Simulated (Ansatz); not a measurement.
# Relative stability

The two ends of one reaction step of AlNH4, closed shell (PBE0-D4/def2-TZVP).

A:

```csv
atom,x (Å),y (Å),z (Å)
Al1,-0.7830,-0.0522,0.0377
H2,0.8089,1.4150,-0.7429
N3,0.3386,-1.1425,0.5859
H4,1.1430,0.8051,-0.4319
H5,-1.8089,1.0099,-0.4974
H6,0.3015,-2.0353,1.0486
```

B:

```xyz
6
angstrom
Al -0.4337 0.6293 -0.3194
H 0.3712 1.8360 -0.9544
N 0.4910 -0.7126 0.3616
H 1.4965 -0.7699 0.3773
H -2.0137 0.5477 -0.2553
H 0.0888 -1.5306 0.7901
```

Computed with Ansatz 0.2.0 (basis: def2-TZVPP); correlated methods freeze the cores. B3LYP uses VWN-RPA correlation.

Question: Which structure is lower at CCSD(T), and by how much? (Judge from chemistry; the value comes from the calculation.)

Answer: The calculation gives: B, by 286.0 kJ/mol (electronic energy, against the other). By their contacts, A is a complex of AlNH₂ ([NH][AlH]) + H₂ and B is AlNH₄ ([NH2][AlH2]).

All methods give the same order:

| method | E(B) − E(A) (kJ/mol) |
| --- | --- |
| SPW92 | -275.9 |
| PBE-D4 | -265.5 |
| BLYP-D4 | -259.7 |
| r2SCAN-D4 | -282.5 |
| B97M-V | -302.4 |
| PBE0-D4 | -292.4 |
| B3LYP-D4 | -283.5 |
| r2SCAN0-D4 | -300.8 |
| BHLYP-D4 | -312.6 |
| CAM-B3LYP-D4 | -299.7 |
| wB97X-V | -303.2 |
| wB97M-V | -293.1 |
| B2PLYP | -281.7 |
| PBE-QIDH | -299.1 |
| RPA on PBE | -278.4 |
| HF | -345.2 |
| MP2 | -278.0 |
| CCSD | -299.5 |
| CCSD(T) | -286.0 |

No T1 diagnostic of these runs exceeds 0.023.

Labels in which every atom is bracketed show which atoms are joined, not bond orders.

For scale, one of the runs: CCSD(T)/def2-TZVPP, 129 basis functions, launched by `ansatz run in.yaml --threads 2 --pin off --events-out ev --progress --plain --max-ram 4352MiB`. The run took about 4.1 s on 2 CPU threads of an Intel Xeon Platinum 8488C (shared host).
